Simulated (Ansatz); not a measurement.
Which YAML input does this script hand to the engine? (the Python package of Ansatz (0.2.0))

`c4h5s_opt.py`
```python
# -*- coding: utf-8 -*-
"""Minimum-energy structure of C4H5S(-)."""

import itertools

import ansatz
from ase.data import atomic_numbers, covalent_radii
import numpy as np

BASIS_SET = "6-31G*"
FUNCTIONAL = "hf"
CHARGE = -1


def main():
    geometry_ang = [
        ("C", [1.878, 1.3226, -0.0709]),
        ("C", [0.7757, 0.8693, 0.085]),
        ("C", [-0.5702, 0.3038, 0.2916]),
        ("C", [-0.5991, -1.1746, -0.0882]),
        ("S", [-1.6908, 1.2435, -0.8042]),
        ("H", [2.8407, 1.7437, -0.2297]),
        ("H", [-0.8343, 0.3933, 1.3517]),
        ("H", [-0.2957, -1.3497, -1.1285]),
        ("H", [0.0929, -1.7445, 0.5439]),
        ("H", [-1.5972, -1.6074, 0.0492]),
    ]
    molecule = ansatz.Crystal.molecule()
    for symbol, xyz in geometry_ang:
        molecule = molecule.atom(symbol, xyz)

    calc = (
        molecule.calculation()
        .basis(gaussian=BASIS_SET)  # the orbital basis, by name
        .functional(FUNCTIONAL)
        .charge(CHARGE)  # electrons removed from the neutral system
    )
    symbols = [site.symbol for site in molecule.cartesian_sites]
    start = np.array([site.position_ang for site in molecule.cartesian_sites], dtype=float)
    def progress(event):
        if event["event"] == "relax_step":
            row = event["data"]
            print(f"step {row['step']:3d}  E = {row['lagrangian_ev']:.6f} eV  largest force component {row['allowed_force_max_ev_ang']:.4f} eV/A")


    summary = calc.relax(force_tolerance=0.01).session().plan().execute(on_event=progress).report
    end = np.array(summary["positions_ang"])

    print("reference energy %16.6f eV" % summary["reference_energy_ev"])
    print("total energy     %16.6f eV" % summary["free_energy_ev"])
    print("occupied orbitals outside the frozen core (up, down):", summary["n_occupied"], " frozen:", summary["n_frozen"], " virtual:", summary["n_virtual"])

    # pairs closer than 1.2 times the sum of covalent radii, before or after
    radius = [covalent_radii[atomic_numbers[s]] for s in symbols]
    span = lambda where, i, j: np.linalg.norm(where[i] - where[j])
    bonded = [(i, j) for i, j in itertools.combinations(range(len(symbols)), 2) if min(span(start, i, j), span(end, i, j)) < 1.2 * (radius[i] + radius[j])]
    print("pair        before    after (A)")
    for i, j in bonded:
        print(f"{symbols[i]}{i}-{symbols[j]}{j}".ljust(10), f"{span(start, i, j):8.4f} {span(end, i, j):8.4f}")


if __name__ == "__main__":
    main()
```

`python c4h5s_opt.py` gives:
```text
step   1  E = -15015.959431 eV  largest force component 1.4288 eV/A
step   2  E = -15016.070540 eV  largest force component 0.3817 eV/A
step   3  E = -15016.080778 eV  largest force component 0.1083 eV/A
step   4  E = -15016.081562 eV  largest force component 0.0697 eV/A
step   5  E = -15016.079821 eV  largest force component 0.3761 eV/A
step   6  E = -15016.082128 eV  largest force component 0.0288 eV/A
step   7  E = -15016.082270 eV  largest force component 0.0089 eV/A
reference energy    -15016.082270 eV
total energy        -15016.082270 eV
occupied orbitals outside the frozen core (up, down): [23, 23]  frozen: 0  virtual: [66, 66]
pair        before    after (A)
C0-C1        1.2020   1.1920
C0-H5        1.0627   1.0554
C1-C2        1.4744   1.4795
C2-C3        1.5267   1.5359
C2-S4        1.8274   1.8383
C2-H6        1.0962   1.0878
C3-H7        1.0977   1.0843
C3-H8        1.0969   1.0919
C3-H9        1.0965   1.0843
```

`input.yaml`:
```yaml
crystal:
  periodic: [false, false, false]
  atoms:
    - { symbol: C, position_ang: [1.878, 1.3226, -0.0709] }
    - { symbol: C, position_ang: [0.7757, 0.8693, 0.085] }
    - { symbol: C, position_ang: [-0.5702, 0.3038, 0.2916] }
    - { symbol: C, position_ang: [-0.5991, -1.1746, -0.0882] }
    - { symbol: S, position_ang: [-1.6908, 1.2435, -0.8042] }
    - { symbol: H, position_ang: [2.8407, 1.7437, -0.2297] }
    - { symbol: H, position_ang: [-0.8343, 0.3933, 1.3517] }
    - { symbol: H, position_ang: [-0.2957, -1.3497, -1.1285] }
    - { symbol: H, position_ang: [0.0929, -1.7445, 0.5439] }
    - { symbol: H, position_ang: [-1.5972, -1.6074, 0.0492] }
basis:
  gaussian:
    orbitals: "6-31G*"
hamiltonian:
  xc: hf
total_charge: -1.0
relax:
  f_tol: 0.01
```

Reading the output:
- Total energies depend on the basis set; only differences at equal settings carry meaning.
- The end point is the stationary point reached from this start; no frequency run checks that it is a minimum, and the basis set is modest.
- Anions want diffuse functions, which this basis lacks.
- Finished in 16 s on 1 thread of Arm Neoverse V1, on a shared host, peak memory 0.24 GiB.
